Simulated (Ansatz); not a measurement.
Consider the formal hydrolysis of a C–F bond: `C=C(O)C(=N)F` + H₂O → `C=C(O)C(=N)O` + H–F.

Program: Ansatz. Geometries: PBE0-D4/def2-TZVP. ΔE: electronic, gas phase. CCSD(T)/CBS adds triple-zeta CCSD(T) − MP2 to the extrapolated MP2 energy (def2 sets, frozen cores). This one scheme is used for every species. DFT in def2-TZVPP. HSE06 is defined as in plane-wave codes. Each species was taken in one conformer, which may not be the lowest.

CCSD(T)/CBS gives -36.3 kJ/mol.

Problem. Another level gave -24.7 kJ/mol. Which?
A. HSE06-D4/def2-TZVPP
B. LDA (SPW92)/def2-TZVPP
C. r2SCAN/def2-TZVPP
D. HF/def2-TZVPP

Solution. D. HF/def2-TZVPP -24.7, r2SCAN -31.1, HSE06-D4 -35.8, LDA (SPW92) -43.3 kJ/mol.

Largest T1 diagnostic among the species: 0.014.

In def2-TZVPP, CCSD(T) changes the Hartree–Fock value by −9.8 kJ/mol (the triples alone add −1.8 kJ/mol) and MP2 by −15.2 kJ/mol. At CCSD(T), def2-SVP lies +4.3 kJ/mol from the extrapolated value and def2-TZVPP +1.8 kJ/mol. From BLYP to BHLYP (50 % exact exchange), in def2-TZVPP and without D4, ΔE moves by −5.1 kJ/mol.

CCSD(T)/CBS has its own doubt, a few kJ/mol and more with outer-core shells, so smaller differences from it don't rank the levels.
